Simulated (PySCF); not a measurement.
Compound: C₄H₇O₂ (doublet state).
Geometry (GFN2-xTB, Å), atoms numbered from 1 in this order:
```xyz
13
C4H7O2 angstrom
C     -2.1443   -1.0881    0.0088
C     -1.2441    0.0780    0.0616
O      0.0824   -0.1383   -0.0139
C      0.9498    0.9009    0.0325
C      2.3669    0.4099   -0.0754
O      0.5949    2.0514    0.1446
H     -1.5591   -2.0029   -0.0344
H     -2.7951   -1.1185    0.8860
H     -2.7959   -1.0426   -0.8682
H     -1.5880    1.0953    0.1483
H      2.5027   -0.1174   -1.0172
H      3.0454    1.2553   -0.0262
H      2.5800   -0.2826    0.7359
```

The hyperfine couplings belong to this conformer and change with its torsions.

Identity: `C[CH]OC(C)=O` [radical].

Method used: UKS B3LYP, pcH-1 on C H O, non-relativistic, mean-field spin-orbit, GIAO in PySCF 2.14.0. One conformer (not necessarily the lowest) at the GFN2-xTB geometry, without solvent, vibrations or thermal averaging. GFN2-xTB frequencies show an imaginary mode (40i cm⁻¹), so this geometry is no minimum at that level. The geometry wasn't refined by DFT: couplings that depend on bond lengths, twists or pyramidal angles can differ widely from those at the functional's own minimum. The SCF solution wasn't tested for stability.

**Question.** The isotropic 13C couplings are +91.0, -33.7, +5.6, -4.0 MHz. Assign them to C1; C2; C4; C5.

**Answer.** 
```csv
site,a_iso (MHz),ρ(0) (bohr⁻³),position,distance from C2 (Å),spin population,largest |T| (MHz)
C1,-33.7,-0.0300,1 bond from C2,1.47,-0.08,2.1
C2,+91.0,+0.0809,largest spin population,0.00,+0.93,160.3
C4,+5.6,+0.0050,2 bonds from C2,2.34,+0.04,9.9
C5,-4.0,-0.0035,3 bonds from C2,3.63,-0.01,0.6
```

**Question.** Match the computed a_iso(17O) values -6.0, -3.0 MHz with the sites O3; O6.

**Answer.** 
```json
{"site": "O3", "a_iso (MHz)": "-6.0", "ρ(0) (bohr⁻³)": "+0.0099", "position": "1 bond from C2", "distance from C2 (Å)": "1.35", "spin population": "+0.02", "largest |T| (MHz)": "27.1"}
{"site": "O6", "a_iso (MHz)": "-3.0", "ρ(0) (bohr⁻³)": "+0.0049", "position": "3 bonds from C2", "distance from C2 (Å)": "2.70", "spin population": "+0.05", "largest |T| (MHz)": "15.7"}
```

**Question.** The isotropic 1H couplings, averaged over equivalent nuclei, are +71.9, -66.3, +5.7 MHz. Assign them to H7/H8/H9; H10; H11/H12/H13.

**Answer.** 
```csv
site,a_iso (MHz),ρ(0) (bohr⁻³),position,distance from C2 (Å),bound to,spin population there,largest |T| (MHz)
H7/H8/H9,+71.9,+0.0161,"β, 2 bonds from C2",2.12,C1,-0.08,8.6
H10,-66.3,-0.0148,"α, 1 bond from C2",1.08,C2,+0.93,36.9
H11/H12/H13,+5.7,+0.0013,4 bonds from C2,4.08,C5,-0.01,2.8
```

ρ(0) is the spin density at the nucleus and T the dipolar tensor; entries for several nuclei are means. The largest Mulliken spin populations are on C2 (+0.93) and C1 (-0.08). C2 is the only atom above +0.15. The angles at C2 add up to 360.0°, so it is planar; its axial dipolar tensor and the negative coupling of its proton fit spin in a p orbital normal to that plane.

The spin density at the nucleus, in bohr⁻³, is negative for C1 (-0.0300), H10 (-0.0148) and C5 (-0.0035), for instance. A restricted open-shell determinant has no negative spin density anywhere; here it arises because α and β orbitals differ (spin polarisation).

Class means assume fast exchange of nuclei equivalent by connectivity; if that motion is slow, each nucleus keeps its own coupling. The three 1H nuclei of mean +71.9 MHz run from 3.1 to 112.8 MHz in the frozen geometry. The three 1H nuclei of mean +5.7 MHz run from -0.7 to 9.1 MHz in the frozen geometry.

On Arm Neoverse V1, one thread, shared host, this took 35 s wall (grids of density and orbitals included) and 0.74 GiB of memory at its peak.
